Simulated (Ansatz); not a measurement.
## [H···H···SiH3], doublet: the ladder up to UCCSDT(Q)

Geometry: a point of a hydrogen-transfer path between rigid fragments, not a stationary point.

```xyz
6

H    -2.6936    0.0000    0.0000
H    -1.3526    0.0000    0.0000
Si    0.0874    0.0000    0.0000
H     0.5373   -1.4163    0.0000
H     0.5373    0.7081   -1.2265
H     0.5373    0.7081    1.2265
```

Basis cc-pVTZ; Ansatz 0.2.0. Only valence electrons are correlated (noble-gas cores frozen), which leaves 9 electrons in 99 orbitals. R marks a restricted (for open shells ROHF) determinant, U an unrestricted one. Active spaces: pair = (3e, 3o) about the gap; valence = (9e, 9o) chosen from the atoms' valence shells.

Full CI isn't at hand for all of this; UCCSDT(Q) serves as the reference, and is uncertain by about the last step of the cluster series. The frozen core follows each run's orbitals, which can shift R against U totals by a few meV.

The UHF ⟨S²⟩ is 0.757. The T1 diagnostic (RCCSD) is 0.0195 and the largest doubles amplitude (RCCSD) is 0.027. The T1 diagnostic (UCCSD) is 0.0134.

```
                 level  E − E(UCCSDT(Q)) (kJ/mol)  share of correlation (%)     wall time
                   RHF                      493.5                      0.00             –
                   UHF                      488.4                      1.04             –
                  RMP2                       97.3                     80.28             –
                  UMP2                       96.5                     80.45             –
                 RCCSD                       13.8                     97.21             –
                 UCCSD                       13.7                     97.23             –
              RCCSD(T)                        2.5                     99.50   10 s (H100)
              UCCSD(T)                        2.5                     99.50   10 s (H100)
               BCCD(T)                        2.4                     99.51   10 s (H100)
                RCCSDT                        0.3                     99.94             –
                UCCSDT                        0.3                     99.94             –
             RCCSDT(Q)                        0.0                     99.99   25 s (H100)
CASSCF (valence space)                      345.8                     29.94             –
NEVPT2 (valence space)                      107.7                     78.18  8.5 s (H100)
```

The correlation energy at UCCSDT(Q), counted from RHF, is -5.115 eV. That run took 1.9 min on 2 threads of AMD EPYC 7R13 with a shared H100 80 GB, shared host.

Run but not shown, since their state or frozen core can't be matched to the reference's or they repeat it: CASSCF (pair space), NEVPT2 (pair space).

Times hold each run's SCF and search for its determinant on a shared host, so for small cases they say little of a method's own cost.

Natural occupations of CASSCF (valence space) about the gap: 1.987 1.979 1.978 1.978 1.000 0.027 0.017 0.017 0.017; effectively unpaired electrons, Σ n²(2−n)², 1.01.
